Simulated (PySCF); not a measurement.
# Converging BCl⁻ in the basis (CCSD(T))

PySCF, UHF reference; doublet, unpaired electrons π ↑; De to B + Cl⁻ without counterpoise correction. Frozen cores follow the default of each basis and core potential.

| basis | relativity | functions | Re (Å) | ωe (cm⁻¹) | De (eV) | frozen orbitals |
| --- | --- | --- | --- | --- | --- | --- |
| aug-pcseg-1 | no relativity | 50 | 1.922 | 463 | 1.25 | 6 |
| aug-cc-pVDZ/aug-cc-pV(D+d)Z | no relativity | 55 | 1.936 | 467 | n/a | 6 |
| def2-TZVPPD | no relativity | 88 | 1.911 | 495 | 1.46 | 6 |

**Question.** How does each smaller set differ from the one with most functions, def2-TZVPPD?

**Answer.** aug-pcseg-1: +1.1 pm, -6.5 % in ωe, -0.21 eV in De; aug-cc-pVDZ/aug-cc-pV(D+d)Z: +2.5 pm, -5.7 % in ωe. All at CCSD(T); the set with most functions is neither the basis-set limit nor always the best.

Correlated steps freeze 6 core orbitals. Correlated levels converge slowly with the basis: in double zeta they bind strong bonds too weakly, by up to about 1 eV, and carry superposition errors of some tenths. For an ion De counts to the pair picked by the measured ionisation energies or electron affinities, which need not be the lowest pair at this level. The state is the lowest determinant that a PBE0 search found; another state may lie lower at other levels.
